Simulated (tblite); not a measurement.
Species: 1,2-difluoroethane, C2H4F2.
Z-matrix (Å and degrees, GFN2-xTB geometry), rows numbered from 1:
```
F 
C   1  1.3702
C   2  1.5220  1  110.91
F   3  1.3703  2  110.83  1    86.31
H   2  1.0940  1  106.72  3  -120.49
H   2  1.0942  1  107.16  3   120.91
H   3  1.0942  2  110.78  1   -32.51
H   3  1.0940  2  110.52  1  -155.56
```

Computed values, GFN2-xTB/tblite, gas phase, harmonic and unscaled. The method is semi-empirical: single wavenumbers can be off by several per cent or more. One conformer, not necessarily the lowest.

Harmonic wavenumbers (cm⁻¹): 90.4, 335.1, 453.9, 869.7, 910.4, 1058.2, 1066.3, 1086.0, 1197.9, 1237.2, 1304.6, 1333.8, 1416.1, 1420.4, 2959.5, 2961.7, 2966.3, 2976.1.

A = 19378, B = 4602, C = 4247 MHz; mass 66.028 u (most abundant isotopes); point group C2, symmetry number 2.

Task: Zero-point energy?

Result: Half the sum of the wavenumbers: 12822 cm⁻¹ = 36.66 kcal/mol.

Task: What is S at 500 K and 1 bar for an ideal gas of classical rigid rotors and harmonic oscillators?

Result: Translation 41.08, rotation 24.42, vibration 12.09: S = 77.6 cal/(mol K).

Task: And Cp and H(500 K) − H(0)?

Result: Cp = 22.89 cal/(mol K), of which vibrations give 14.94 (their classical limit is 18 R = 35.8); H(500 K) − H(0) = 7.32 kcal/mol without the zero-point energy, 3.35 from vibrations.

Task: What must be added to the electronic energy to get the Gibbs energy at 500 K and 1 bar?

Result: ZPE + [H(500 K) − H(0)] − T·S = 36.66 + 7.32 − 38.79 = 5.19 kcal/mol.

Task: Which modes carry the vibrational entropy at 500 K?

Result: 90.4 cm⁻¹: 4.67; 335.1 cm⁻¹: 2.13; 453.9 cm⁻¹: 1.59; 869.7 cm⁻¹: 0.61; 910.4 cm⁻¹: 0.56; 1058.2 cm⁻¹: 0.40 cal/(mol K); the other 12 give 2.12 together.

Task: Blend soft modes into free rotors: weight 1/[1 + (100 cm⁻¹/ν̃)⁴] for the oscillator and the rest for a rotor with moment μB/(μ + B), μ = h/(8π²ν), B = 10⁻⁴⁴ kg m². What vibrational entropy results?

Result: 11.37 cal/(mol K) in place of 12.09, which changes −T·S at 500 K by +0.36 kcal/mol.

Task: How do the functions run with temperature in this model?

Result: 
| T (K) | S (cal/(mol K)) | Cp (cal/(mol K)) | H − H(0) (kcal/mol) | G − H(0) (kcal/mol) | ln q(vib) |
| --- | --- | --- | --- | --- | --- |
| 100 | 54.4 | 10.2 | 0.90 | -4.54 | 0.33 |
| 200 | 62.2 | 12.5 | 2.03 | -10.40 | 0.88 |
| 300 | 67.8 | 15.7 | 3.44 | -16.91 | 1.45 |
| 800 | 90.1 | 30.1 | 15.37 | -56.68 | 4.81 |
| 1000 | 97.1 | 33.2 | 21.71 | -75.41 | 6.22 |

q(vib) and H(0) count from the zero-point level.

Hindered rotation and anharmonicity are outside this model. Other conformers, if any are populated, would add a mixing term that is left out. The structure is chiral; the term R ln 2 for an equal mix with its mirror image is left out.
